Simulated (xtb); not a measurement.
Species: H2N, SMILES `[NH2]` (charge 0, multiplicity 2).

Question: Give a relaxed geometry from GFN2-xTB run with xtb.

Answer: the end point of this relaxation (outside a Z-matrix the atoms follow the SMILES, hydrogens last).
Bonded distances (Å): N1–H2 1.014, N1–H3 1.014. Angles (°): H2–N1–H3 109.9.
